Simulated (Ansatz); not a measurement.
Stepwise reaction of `N[SiH2]N` with hydrogen, as a gas-phase model of exchange steps in deposition or etching. ΔE in kJ/mol; ΔG adds harmonic PBE0-D4 terms to CCSD(T)/CBS, at 1 bar.

Isolated molecules relaxed with PBE0-D4/def2-TZVP in Ansatz; ΔE leaves out vibrations. CCSD(T)/CBS adds triple-zeta CCSD(T) − MP2 to the extrapolated MP2 energy (def2 sets, frozen cores). This one scheme is used for every species. DFT in def2-TZVPP. B3LYP here is the variant with VWN-RPA as its local correlation; programs differ in this. Each species was taken in one conformer, which may not be the lowest.

```csv
step,reaction,PBE-D4,B3LYP-D4,ωB97M-V,CCSD(T)/CBS,ΔG(600 K)
1,`N[SiH2]N` + H₂ → `N[SiH3]` + NH₃,40.9,43.5,44.6,44.7,37.3
```

(1) Give the row of step 2, `N[SiH3]` + H₂ → SiH₄ + NH₃. (Best estimate.)

(2) By hand: ΔE of the 2 steps together at CCSD(T)/CBS.

## Answers

(1) Ansatz gave: 
```json
{"step": "2", "reaction": "`N[SiH3]` + H₂ → SiH₄ + NH₃", "PBE-D4": "16.4", "B3LYP-D4": "19.3", "ωB97M-V": "20.5", "CCSD(T)/CBS": "20.5", "ΔG(600 K)": "33.0"}
```

(2) (44.7) + (20.5) = 65.2 kJ/mol, or 32.6 kJ/mol a step.

In ΔE each step is lower than the one before. All are uphill at CCSD(T)/CBS. ΔG lies between 33.0 and 37.3 kJ/mol a step. PBE-D4 differs from CCSD(T)/CBS by -4.1 to -3.8 kJ/mol a step. Isolated molecules leave out the surface, adducts and barriers. Largest T1 diagnostic: 0.011.
